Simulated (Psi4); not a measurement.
# HNC (hydrogen isocyanide): a chain of runs, part 2 of 2

Psi4 1.11. The steps go on from the part before.

### Step 4. The doublet cation: a structure relaxation at UPBE0-D3(BJ)/def2-TZVP (density fitting) (run 3)

calc.inp reads:

```
memory 1600 mb

molecule {
  1 2
  C     -0.623254     0.883314    -0.241452
  N      0.031530    -0.044318     0.012246
  H      0.592232    -0.839592     0.229413
  symmetry c1
}

set globals {
  basis     def2-TZVP
  reference uks
}

e, wfn = opt('pbe0-d3bj', return_wfn=True)
print_variables()
```

Launch:

```console
$ psi4 -i calc.inp -o calc.out -n 1
```

calc.out:

```text
Psi4 1.11 release

gradient() will perform analytic gradient computation.

   => Loading Basis Set <=

    Name: DEF2-TZVP
    Role: ORBITAL
    Keyword: BASIS

   => PBE0-D3(BJ): Empirical Dispersion <=

        s6 =       1.000000
        s8 =       1.217700
        a1 =       0.414500
        a2 =       4.859300

         ---------------------------------------------------------
                                   SCF
                              UKS Reference
                        1 Threads,   1525 MiB Core
         ---------------------------------------------------------

  ==> Geometry <==

    Molecular point group: c1
    Full point group: Cs

    Geometry (in Angstrom), charge = 1, multiplicity = 2:

       Center              X                  Y                   Z               Mass
    ------------   -----------------  -----------------  -----------------  -----------------
         C           -0.410617549917     0.546745676688     0.000000000000    12.000000000000
         N            0.288087499199    -0.383532315970    -0.000000000000    14.003074004430
         H            0.886364199538    -1.181074768508    -0.000000000000     1.007825032230

  Running in c1 symmetry.

  Rotational constants: A = 63520444.58248  B =      1.52833  C =      1.52833 [cm^-1]
  Rotational constants: A = 1904295021463.39331  B =  45818.25103  C =  45818.24993 [MHz]
  Nuclear repulsion =   24.288140283535903

  Charge       = 1
  Multiplicity = 2
  Electrons    = 13
  Nalpha       = 7
  Nbeta        = 6

  ==> Algorithm <==

  SCF Algorithm Type is DF.
  DIIS enabled.
  MOM disabled.
  Fractional occupation disabled.
  Guess Type is SAD.
  Energy threshold   = 1.00e-08
  Density threshold  = 1.00e-08
  Integral threshold = 1.00e-12

  ==> Primary Basis <==

  Basis Set: DEF2-TZVP
    Blend: DEF2-TZVP
    Number of shells: 26
    Number of basis functions: 68
    Number of Cartesian functions: 78
    Spherical Harmonics?: true
    Max angular momentum: 3

  ==> DFT Potential <==

   => LibXC <=

    Version 7.1.2

   => Composite Functional: PBE0-D3BJ2B <=

    PBE0-d3bj2b Hyb-GGA Exchange-Correlation Functional

    Deriv               =              1
    GGA                 =           TRUE
    Meta                =          FALSE

    Exchange Hybrid     =           TRUE
    MP2 Hybrid          =          FALSE

   => Exchange Functionals <=

    0.7500   Perdew, Burke & Ernzerhof

   => Exact (HF) Exchange <=

    0.2500               HF

   => Correlation Functionals <=

    1.0000   Perdew, Burke & Ernzerhof

   => LibXC Density Thresholds  <==

    XC_HYB_GGA_XC_PBEH:  1.00E-15

   => Molecular Quadrature <=

    Radial Scheme          =       TREUTLER
    Pruning Scheme         =           NONE
    Nuclear Scheme         =       TREUTLER

    Blocking Scheme        =         OCTREE
    BS radius alpha        =              1
    Pruning alpha          =              1
    Radial Points          =             75
    Spherical Points       =            302
    Total Points           =          65670
    Total Blocks           =            551
    Max Points             =            255
    Max Functions          =             68
    Weights Tolerance      =       1.00E-15

   => Loading Basis Set <=

    Name: (DEF2-TZVP AUX)
    Role: JKFIT
    Keyword: DF_BASIS_SCF

  ==> Integral Setup <==

  DFHelper Memory: AOs need 0.007 GiB; user supplied 0.996 GiB.
  SCF_SUBTYPE=INCORE selected. In-core MEM_DF algorithm will be used.
  Using in-core AOs.

  ==> MemDFJK: Density-Fitted J/K Matrices <==

    J tasked:                   Yes
    K tasked:                   Yes
    wK tasked:                   No
    Memory [MiB]:              1020
    Algorithm:                 Core
    Schwarz Cutoff:           1E-12
    Mask sparsity (%):       0.0433
    Fitting Condition:        1E-10

   => Auxiliary Basis Set <=

  Basis Set: (DEF2-TZVP AUX)
    Blend: DEF2-UNIVERSAL-JKFIT
    Number of shells: 56
    Number of basis functions: 170
    Number of Cartesian functions: 202
    Spherical Harmonics?: true
    Max angular momentum: 4

  Cached 100.0% of DFT collocation blocks in 0.121 [GiB].

  Minimum eigenvalue in the overlap matrix is 4.0967153245E-04.
  Reciprocal condition number of the overlap matrix is 7.4103765062E-05.
    Using symmetric orthogonalization.

  ==> Pre-Iterations <==

  SCF Guess: Superposition of Atomic Densities via on-the-fly atomic UHF (no occupation information).

   -------------------------
    Irrep   Nso     Nmo
   -------------------------
     A         68      68
   -------------------------
    Total      68      68
   -------------------------

  ==> Iterations <==

                           Total Energy        Delta E     RMS |[F,P]|

[... 1 line left out ...]
   @DF-UKS iter   1:   -92.75965723127801   -7.10990e-03   8.23608e-03 DIIS/ADIIS
[... 1 line left out ...]
   @DF-UKS iter   3:   -92.87556897970094   -5.72802e-01   1.50235e-03 DIIS/ADIIS
[... 1 line left out ...]
   @DF-UKS iter   5:   -92.88154922180641   -5.10754e-04   1.17477e-04 DIIS/ADIIS
[... 1 line left out ...]
   @DF-UKS iter   7:   -92.88184028448103   -7.37398e-05   6.63938e-06 DIIS
[... 1 line left out ...]
   @DF-UKS iter   9:   -92.88184056539016   -3.93881e-09   1.98138e-07 DIIS
[... 1 line left out ...]
   @DF-UKS iter  11:   -92.88184056555887   -7.13385e-12   4.73864e-09 DIIS
[... 9 lines left out ...]
   @Spin Contamination Metric:   4.418190576E-02
[... 1 line left out ...]
   @S^2 Observed:                7.941819058E-01
[... 1 line left out ...]
   @S   Observed:                5.000000000E-01
[... 39 lines left out ...]
  @DF-UKS Final Energy:   -92.88184056555887
[... 4 lines left out ...]
    One-Electron Energy =                -168.2409596193261336
[... 1 line left out ...]
    DFT Exchange-Correlation Energy =      -9.2301887110280916
[... 1 line left out ...]
    VV10 Nonlocal Energy =                  0.0000000000000000
[... 24 lines left out ...]
 Dipole X            :         -0.7111369            0.8301026            0.1189658
[... 1 line left out ...]
 Dipole Z            :          0.0000000           -0.0000000            0.0000000
[... 113 lines left out ...]
	                                 ==> Convergence Check <==
[... 6 lines left out ...]
	   Step    Total Energy     Delta E     Max Force     RMS Force      Max Disp      RMS Disp   ~
[... 76 lines left out ...]
    Weights Tolerance      =       1.00E-15
[... 52 lines left out ...]
   @DF-UKS iter   0:   -92.92934303011204   -9.29293e+01   2.04271e-03
[... 1 line left out ...]
   @DF-UKS iter   2:   -92.88454949006987    1.39071e-04   4.92743e-04 DIIS/ADIIS
[... 1 line left out ...]
   @DF-UKS iter   4:   -92.88498221612448   -4.68231e-05   2.16432e-05 DIIS
[... 1 line left out ...]
   @DF-UKS iter   6:   -92.88498583490191   -1.25951e-06   2.47789e-06 DIIS
[... 1 line left out ...]
   @DF-UKS iter   8:   -92.88498593367929   -6.66475e-10   3.44171e-08 DIIS
[... 1 line left out ...]
  Energy and wave function converged.
[... 9 lines left out ...]
   @S^2 Expected:                7.500000000E-01
[... 1 line left out ...]
   @S   Expected:                5.000000000E-01
[... 2 lines left out ...]
    Final Occupation by Irrep:
[... 10 lines left out ...]
    Nuclear Repulsion Energy =             24.7917207572023841
[... 1 line left out ...]
    Two-Electron Energy =                  60.8151212955119504
[... 1 line left out ...]
    Empirical Dispersion Energy =          -0.0007568948103307
[... 1 line left out ...]
    Total Energy =                        -92.8849859336851864
[... 24 lines left out ...]
 Dipole Y            :          0.9103780           -1.1116056           -0.2012276
[... 41 lines left out ...]
    Weights Tolerance      =       1.00E-15
[... 43 lines left out ...]
	Measures of convergence in internal coordinates in au.
[... 6 lines left out ...]
	  Convergence Criteria     1.00e-06 *    3.00e-04 *             o    1.20e-03 *             o
[... 83 lines left out ...]
                           Total Energy        Delta E     RMS |[F,P]|
[... 2 lines left out ...]
   @DF-UKS iter   1:   -92.88498773469132   -1.42623e-03   1.20218e-05 DIIS
[... 1 line left out ...]
   @DF-UKS iter   3:   -92.88498801695337   -6.87004e-07   3.87387e-06 DIIS
[... 1 line left out ...]
   @DF-UKS iter   5:   -92.88498805134623   -1.61803e-09   2.01069e-07 DIIS
[... 1 line left out ...]
   @DF-UKS iter   7:   -92.88498805222305   -7.67812e-11   8.55010e-09 DIIS
[... 9 lines left out ...]
   @Spin Contamination Metric:   3.448148729E-02
[... 1 line left out ...]
   @S^2 Observed:                7.844814873E-01
[... 1 line left out ...]
   @S   Observed:                5.000000000E-01
[... 39 lines left out ...]
  @DF-UKS Final Energy:   -92.88498805222305
[... 4 lines left out ...]
    One-Electron Energy =                -169.2091927321416733
[... 1 line left out ...]
    DFT Exchange-Correlation Energy =      -9.2507276111789771
[... 1 line left out ...]
    VV10 Nonlocal Energy =                  0.0000000000000000
[... 24 lines left out ...]
 Dipole X            :         -0.6842195            0.8342919            0.1500725
[... 1 line left out ...]
 Dipole Z            :         -0.0000000           -0.0000000           -0.0000000
[... 10 lines left out ...]
  ==> Geometry <==

    Molecular point group: c1
    Full point group: C1

    Geometry (in Angstrom), charge = 1, multiplicity = 2:

       Center              X                  Y                   Z               Mass
    ------------   -----------------  -----------------  -----------------  -----------------
         C           -0.399935763986     0.532627731586    -0.000000000000    12.000000000000
         N            0.278614181614    -0.371016296143     0.000000000000    14.003074004430
         H            0.890803597147    -1.186876778254    -0.000000000000     1.007825032230

  Nuclear repulsion =   24.776085691974082

   => Molecular Quadrature <=

    Radial Scheme          =       TREUTLER
    Pruning Scheme         =           NONE
    Nuclear Scheme         =       TREUTLER

    Blocking Scheme        =         OCTREE
    BS radius alpha        =              1
    Pruning alpha          =              1
    Radial Points          =             75
    Spherical Points       =            302
    Total Points           =          65664
    Total Blocks           =            549
    Max Points             =            256
    Max Functions          =             68
    Weights Tolerance      =       1.00E-15

  -Total Gradient:
     Atom            X                  Y                   Z
    ------   -----------------  -----------------  -----------------
       1       -0.000163676884     0.000206235031     0.000000000000
       2        0.000154984141    -0.000181650434     0.000000000000
       3        0.000008807996    -0.000024747388    -0.000000000000

	total time  =          1 seconds =       0.02 minutes

    			-----------------------------------------

    			 OPTKING 3.0: for geometry optimizations

    			        with contributions from

    			-----------------------------------------

	                            ===> Fragment 1 <==

	 Z (Atomic Numbers)          Masses                          Geom
	       6.000000            12.000000         -0.75576906  1.00652054 -0.00000000
	       7.000000            14.003074          0.52650450 -0.70111919  0.00000000
	       1.000000             1.007825          1.68337483 -2.24287206 -0.00000000

	 - Coordinate -           - BOHR/RAD -       - ANG/DEG -
	 R(1,2)           =         2.135476           1.130045
	 R(2,3)           =         1.927525           1.020002
	 L(1,2,3)         =         3.141245         179.980078
	 l(1,2,3)         =         3.141593         180.000000

	        --- Internal Coordinate Step in ANG or DEG, aJ/ANG or AJ/DEG ---
	-------------------------------------------------------------------------------
	           Coordinate      Previous         Force          Change          New
	           ----------      --------        ------          ------        ------
	               R(1,2)       1.13005       -0.00217       -0.00011       1.12994
	               R(2,3)       1.02000       -0.00021       -0.00003       1.01997
	             L(1,2,3)     179.98008        0.00000        0.00541     179.98549
	             l(1,2,3)     180.00000       -0.00000       -0.00000     180.00000
	-------------------------------------------------------------------------------

	                                 ==> Convergence Check <==

	Measures of convergence in internal coordinates in au.

	Criteria marked as inactive (o), active & met (*), and active & unmet ( ).

	----------------------------------------------------------------------------------------------
	   Step    Total Energy     Delta E     Max Force     RMS Force      Max Disp      RMS Disp
	----------------------------------------------------------------------------------------------
	  Convergence Criteria     1.00e-06 *    3.00e-04 *             o    1.20e-03 *             o
	----------------------------------------------------------------------------------------------
	     3     -92.88498805   -2.12e-06      2.63e-04 *    1.32e-04 o    2.04e-04 *    1.16e-04 o  ~
	----------------------------------------------------------------------------------------------

Next Geometry in Ang
	Fragment 1 (Ang)

	    C  -0.3998740265   0.5325721283  -0.0000000000
	    N   0.2785712582  -0.3710152655   0.0000000000
	    H   0.8907847831  -1.1868222056  -0.0000000000

    Final optimized geometry and variables:
    Molecular point group: c1
    Full point group: C1

    Geometry (in Angstrom), charge = 1, multiplicity = 2:

    C           -0.399935763986     0.532627731586    -0.000000000000
    N            0.278614181614    -0.371016296143     0.000000000000
    H            0.890803597147    -1.186876778254    -0.000000000000

  Variable Map:
  ----------------------------------------------------------------------------
  "CURRENT ENERGY"                           =>     -92.884988052223
  "CURRENT REFERENCE ENERGY"                 =>     -92.884988052223
  "DD SOLVATION ENERGY"                      =>       0.000000000000
  "DFT FUNCTIONAL TOTAL ENERGY"              =>     -92.884231170857
  "DFT TOTAL ENERGY"                         =>     -92.884988052223
  "DFT VV10 ENERGY"                          =>       0.000000000000
  "DFT XC ENERGY"                            =>      -9.250727611179
  "DISPERSION CORRECTION ENERGY"             =>      -0.000756881366
  "GRID ELECTRONS ALPHA"                     =>       7.000000028244
  "GRID ELECTRONS BETA"                      =>       6.000000023281
  "GRID ELECTRONS TOTAL"                     =>      13.000000051525
  "NUCLEAR REPULSION ENERGY"                 =>      24.776085691974
  "ONE-ELECTRON ENERGY"                      =>    -169.209192732142
  "OPTIMIZATION ITERATIONS"                  =>       3.000000000000
  "PBE0-D3(BJ) DISPERSION CORRECTION ENERGY" =>      -0.000756881366
  "PCM POLARIZATION ENERGY"                  =>       0.000000000000
  "PE ENERGY"                                =>       0.000000000000
  "SCF ITERATION ENERGY"                     =>     -92.884988052223
  "SCF ITERATIONS"                           =>       7.000000000000
  "SCF TOTAL ENERGY"                         =>     -92.884988052223
  "TWO-ELECTRON ENERGY"                      =>      60.799603480490
  "XC GRID RADIAL POINTS"                    =>      75.000000000000
  "XC GRID SPHERICAL POINTS"                 =>     302.000000000000
  "XC GRID TOTAL POINTS"                     =>   65664.000000000000

  Array Variable Map:
  ----------------------------------------------------------------------------
  "-D GRADIENT"                              =>      -0.000007089515 ... 0.000000000000 3 by 3
  "CURRENT DIPOLE"                           =>       0.150072481384 ... -0.000000000000 1 by 3
  "CURRENT GRADIENT"                         =>      -0.000163676884 ... -0.000000000000 3 by 3
  "DFT TOTAL GRADIENT"                       =>      -0.000163676884 ... -0.000000000000 3 by 3
  "DISPERSION CORRECTION GRADIENT"           =>      -0.000007089515 ... 0.000000000000 3 by 3
  "PBE0-D3(BJ) DISPERSION CORRECTION GRADIENT" =>      -0.000007089515 ... 0.000000000000 3 by 3
  "SCF DIPOLE"                               =>       0.150072481384 ... -0.000000000000 1 by 3
  "SCF TOTAL ENERGIES"                       =>     -92.883561502143 ... -92.884988052223 1 by 8
  "SCF TOTAL GRADIENT"                       =>      -0.000163676884 ... -0.000000000000 3 by 3

    Psi4 run time: 0:00:09.65

[set-up sections that repeat, and orbital energies of the middle runs, are left out above]
```

Standard output:

```text
Optimizer: Optimization complete!
```

It took 11 s on 1 thread of Intel Xeon 6975P-C (Granite Rapids), shared host; peak memory 0.36 GiB.

Steps, from the record of the run:

```
step  energy from the first frame kept (eV)  largest force (eV/Å)
   0                                 0.0000                5.3276
   1                                -0.0856                0.1440
   2                                -0.0856                0.0135
```

After the run. Bond lengths: C1–N2 1.130 Å, N2–H3 1.020 Å. Angles: C1–N2–H3 180.0°.

### Step 5. A single-point energy at PBE0-D3(BJ)/def2-TZVP (density fitting) (run 4)

calc.in reads:

```
memory 1.6 GB

molecule system {
  0 1
  C     -0.613247     0.869236    -0.237566
  N      0.022655    -0.031838     0.008800
  H      0.596389    -0.845378     0.231032
}

set {
  basis     def2-TZVP
  reference rks
}

energy('pbe0-d3bj2b')
```

Launch:

```console
$ psi4 calc.in calc.out -n 1
```

calc.out, cut to the lines that bear on the results:

```text
[...]
  Running in cs symmetry.
[...]
  Nuclear repulsion =   24.776088999005818
[...]
  Multiplicity = 1
[...]
  Nalpha       = 7
  Nbeta        = 7
[...]
    Number of basis functions: 68
[...]
   @DF-RKS iter   1:   -93.18455216340953   -3.98201e-01   1.11396e-02 ADIIS/DIIS
[...]
   @DF-RKS iter   7:   -93.32080320676761   -3.66778e-09   3.12960e-07 DIIS
[...]
    Orbital Energies [Eh]
    ---------------------
    Doubly Occupied:
       1Ap   -14.423235     2Ap   -10.264860     3Ap    -0.992279
       4Ap    -0.685609     5Ap    -0.408023     1App   -0.408023
       6Ap    -0.329782
[...]
  @DF-RKS Final Energy:   -93.32080320676761
   => Energetics <=
    Nuclear Repulsion Energy =             24.7760889990058182
    One-Electron Energy =                -174.3794530779684919
    Two-Electron Energy =                  65.7801671771229763
    DFT Exchange-Correlation Energy =      -9.4968494235631802
    Empirical Dispersion Energy =          -0.0007568813647395
    VV10 Nonlocal Energy =                  0.0000000000000000
    Total Energy =                        -93.3208032067676072
[...]
 Multipole Moments:
 ------------------------------------------------------------------------------------
     Multipole            Electronic (a.u.)      Nuclear  (a.u.)        Total (a.u.)
 ------------------------------------------------------------------------------------
 L = 1.  Multiply by 2.5417464519 to convert [e a0] to [Debye]
 Dipole X            :         -0.0574960            0.8341059            0.7766099
 Dipole Y            :          0.0766532           -1.1117231           -1.0350699
 Dipole Z            :          0.0000000            0.0000000            0.0000000
 Magnitude           :                                                    1.2940219
[...]
```

Run time: 4.5 s. Hardware: 1 thread of Intel Xeon 6975P-C (Granite Rapids), shared host; peak memory 0.33 GiB.

### Step 6. Results

This closing draws on all 2 parts.

```
                                                               quantity         value
                  run 1, PBE0-D3(BJ)/def2-TZVP: total energy at the end  -93.32381 Eh
                            run 1, PBE0-D3(BJ)/def2-TZVP: dipole moment        3.11 D
                              run 1, PBE0-D3(BJ)/def2-TZVP: HOMO energy      -9.16 eV
                              run 1, PBE0-D3(BJ)/def2-TZVP: LUMO energy       0.47 eV
                            run 1, PBE0-D3(BJ)/def2-TZVP: HOMO–LUMO gap       9.62 eV
                        run 1, PBE0-D3(BJ)/def2-TZVP: dispersion energy  -1.99 kJ/mol
                                    doublet cation, run 2: total energy  -92.88184 Eh
              doublet cation, run 2: HOMO energy (highest over α and β)     -20.09 eV
               doublet cation, run 2: LUMO energy (lowest over α and β)     -14.56 eV
                               doublet cation, run 2: dispersion energy  -1.99 kJ/mol
                                            doublet cation, run 2: ⟨S²⟩         0.794
                         doublet cation, run 3: total energy at the end  -92.88499 Eh
              doublet cation, run 3: HOMO energy (highest over α and β)     -20.30 eV
               doublet cation, run 3: LUMO energy (lowest over α and β)     -14.42 eV
                               doublet cation, run 3: dispersion energy  -1.99 kJ/mol
                                            doublet cation, run 3: ⟨S²⟩         0.784
                             run 4, PBE0-D3(BJ)/def2-TZVP: total energy  -93.32080 Eh
                            run 4, PBE0-D3(BJ)/def2-TZVP: dipole moment        3.29 D
                              run 4, PBE0-D3(BJ)/def2-TZVP: HOMO energy      -8.97 eV
                              run 4, PBE0-D3(BJ)/def2-TZVP: LUMO energy       0.80 eV
                            run 4, PBE0-D3(BJ)/def2-TZVP: HOMO–LUMO gap       9.78 eV
adiabatic ionisation energy (to the doublet cation, no zero-point term)     11.941 eV
```

The adiabatic ionisation energy (to the doublet cation, no zero-point term) is 11.94 eV (1152 kJ/mol). The optimisation (run 1, PBE0-D3(BJ)/def2-TZVP) took 3 steps and changed the energy by -0.002 eV. At PBE0-D3(BJ)/def2-TZVP: The measured dipole moment is 3.05 D (NIST CCCBDB); the computed value is 0.06 D (2.1 %) too high. The optimisation (doublet cation, run 3) took 3 steps and changed the energy by -0.086 eV.
